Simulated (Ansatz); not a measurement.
# [OH···H···Cl], doublet in cc-pVDZ: errors against UCCSDT(Q)

Geometry: a point of a hydrogen-transfer path between rigid fragments, not a stationary point.

```xyz
4

O    -0.9992   -0.2316    0.0000
H    -1.2485    0.6949    0.0000
H     0.3158   -0.2316    0.0000
Cl    1.9318   -0.2316    0.0000
```

Basis cc-pVDZ; Ansatz 0.2.0. Correlated methods freeze the noble-gas cores, which leaves 15 electrons in 36 orbitals. Prefix R: restricted or restricted open-shell reference; prefix U: unrestricted. Active spaces: pair = (3e, 3o) about the gap; valence = (15e, 10o) chosen from the atoms' valence shells.

Full CI isn't at hand for all of this; UCCSDT(Q) serves as the reference, and is uncertain by about the last step of the cluster series. The frozen core follows each run's orbitals, which can shift R against U totals by a few meV.

HF rows are the lowest solutions found. Coupled cluster chose its determinant by trial CCSD, here up to 0.50 eV above the lowest Hartree–Fock solution of its kind, and MP2 stands on that determinant too. For open shells CISD is restricted-active-space CI with the open shells as a complete middle space.

The UHF ⟨S²⟩ is 0.757, the ⟨S²⟩ of the determinant under UCCSD is 0.838 and the T1 diagnostic (RCCSD) is 0.0545. The largest doubles amplitude (RCCSD) is 0.090 and the T1 diagnostic (UCCSD) is 0.0266.

| level | E − E(UCCSDT(Q)) (kJ/mol) | share of correlation (%) | wall time |
| --- | --- | --- | --- |
| RHF† | 921.4 | – | – |
| UHF† | 910.0 | – | 0.81 s |
| RMP2 | 121.3 | 87.49 | – |
| UMP2 | 113.0 | 88.34 | – |
| CISD† | 105.8 | – | 4.7 s |
| RCCSD | 25.2 | 97.40 | – |
| UCCSD | 22.7 | 97.65 | – |
| RCCSD(T) | 5.2 | 99.47 | 9 s |
| UCCSD(T) | 4.6 | 99.53 | 9 s |
| BCCD(T) | 4.4 | 99.55 | 8 s |
| RCCSDT | 2.5 | 99.74 | – |
| UCCSDT | 2.3 | 99.77 | – |
| RCCSDT(Q) | 0.0 | 100.00 | 47 s |
| CASSCF (pair space)† | 863.6 | – | – |
| NEVPT2 (pair space)† | 105.0 | – | 2.3 s |
| CASSCF (valence space)† | 782.0 | – | – |
| NEVPT2 (valence space)† | 181.3 | – | 3.3 s |
| MRCISD (valence space)† | 83.3 | – | – |
| MRCISD+Q (valence space)† | 26.2 | – | 6 s |
| MRCISD+Q(relaxed) (valence space)† | 21.6 | – | 8.5 s |

A dagger marks rows that describe another state than the reference (another or a broken symmetry, a higher spin or other natural occupations), so the difference isn't the method's error.

The correlation energy at UCCSDT(Q), counted from the determinant under the R cluster runs, is -10.049 eV. That run took 40 s on 1 thread of Arm Neoverse V2, shared host.

Times hold each run's SCF and search for its determinant on a shared host, so for small cases they say little of a method's own cost; they ran on 1 thread of Arm Neoverse V2.
